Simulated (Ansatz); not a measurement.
# C₃H₆FNO: one species, many methods

One table from this session's results is given with a row withheld; the runs are named, their logs left out.

Program: Ansatz 0.2.0, Gaussian basis. Level of theory: functionals in def2-TZVPP, the program's frozen cores in correlated methods. These are calculated values, not measurements.

The runs, in order: PBE-D4, r2SCAN-D4, PBE0-D4, B3LYP-D4, ωB97X-V, ωB97M-V, B2PLYP; CCSD(T)/def2-TZVPP; MP2/def2-QZVPP; extrapolation to the limit.

## The relaxed structure

The geometry comes from an earlier relaxation with PBE0-D4 in a triple-zeta def2 set; it is a stationary point, not always the lowest conformer.

SMILES `CN1COC1F`, 12 atoms, charge 0, spin multiplicity 1.

Atoms are counted from 1 here; the program's logs count them from 0.

Bond lengths: C1–N2 1.440 Å, C1–H7 1.098 Å, C1–H8 1.092 Å, C1–H9 1.091 Å, N2–C3 1.454 Å, N2–C5 1.434 Å, C3–O4 1.434 Å, C3–H10 1.093 Å, C3–H11 1.100 Å, O4–C5 1.391 Å, C5–F6 1.379 Å, C5–H12 1.094 Å. Angles: N2–C1–H7 113.5°, N2–C1–H8 109.0°, N2–C1–H9 109.4°, H7–C1–H8 108.9°, H7–C1–H9 108.4°, H8–C1–H9 107.6°, C1–N2–C3 121.1°, C1–N2–C5 121.2°, C3–N2–C5 86.5°, N2–C3–O4 90.0°, N2–C3–H10 115.3°, N2–C3–H11 115.2°, O4–C3–H10 111.9°, O4–C3–H11 112.2°, H10–C3–H11 110.8°, C3–O4–C5 89.0°, N2–C5–O4 92.6°, N2–C5–F6 113.9° and more.

Set-up of the first run:

Contents of in.yaml:

```yaml
crystal:
  periodic: [false, false, false]
  atoms:
    - {symbol: C, position_ang: [-1.202369, -0.667037, 0.446697]}
    - {symbol: N, position_ang: [-0.304024, 0.047195, -0.423256]}
    - {symbol: C, position_ang: [1.018168, -0.474784, -0.729956]}
    - {symbol: O, position_ang: [1.582643, 0.825071, -0.510024]}
    - {symbol: C, position_ang: [0.362625, 1.238761, 0.013594]}
    - {symbol: F, position_ang: [0.424918, 1.372952, 1.384790]}
    - {symbol: H, position_ang: [-0.742956, -0.969265, 1.396837]}
    - {symbol: H, position_ang: [-1.563136, -1.558358, -0.070096]}
    - {symbol: H, position_ang: [-2.068290, -0.040420, 0.665960]}
    - {symbol: H, position_ang: [1.159659, -0.812203, -1.760171]}
    - {symbol: H, position_ang: [1.402950, -1.220065, -0.018903]}
    - {symbol: H, position_ang: [0.006811, 2.202752, -0.361373]}
basis:
  gaussian: {orbitals: def2-TZVPP}
hamiltonian: {xc: pbe, dispersion: d4}
output: {forces: true, orbitals: {seedname: orbitals}}
```

Started as:

```
> ansatz run in.yaml --threads 4 --pin off --events-out ev --progress --plain --max-ram 10444MiB
```

Steps of the session up to this table: PBE-D4 (GGA); r2SCAN-D4 (meta-GGA); PBE0-D4 (hybrid); B3LYP-D4 (hybrid); ωB97X-V (range-separated); ωB97M-V (range-separated); B2PLYP (double hybrid); CCSD(T) in def2-TZVPP; MP2 in def2-QZVPP.

One of the session's tables, all rows but one given; the rest of the session is left out.

It belongs to the step «Atomisation energies». 

| method | atomisation energy (kJ/mol) |
| --- | --- |
| PBE-D4 | 4903.7 |
| r2SCAN-D4 | 4737.9 |
| PBE0-D4 | 4770.9 |
| B3LYP-D4 | 4727.1 |
| ωB97X-V | 4756.7 |
| ωB97M-V | 4753.6 |
| B2PLYP | 4678.0 |
| HF/def2-TZVPP | 3251.6 |
| MP2/def2-TZVPP | 4704.6 |
| CCSD/def2-TZVPP | 4505.4 |
| CCSD(T)/def2-TZVPP | 4591.6 |
| MP2/CBS | 4835.5 |
| CCSD(T)/CBS | ? |

Q: Estimate the row for CCSD(T)/CBS from the others.

As computed: atomisation energy (kJ/mol): 4722.5. In the column «atomisation energy (kJ/mol)» it lies between MP2/def2-TZVPP (4704.6) and B3LYP-D4 (4727.1).

Limits of these values: Free atoms (3 C, 1 N, 1 O, 1 F, 6 H) were run apart at each level; the atomisation energy is their sum less the molecule, without zero-point or spin-orbit terms.
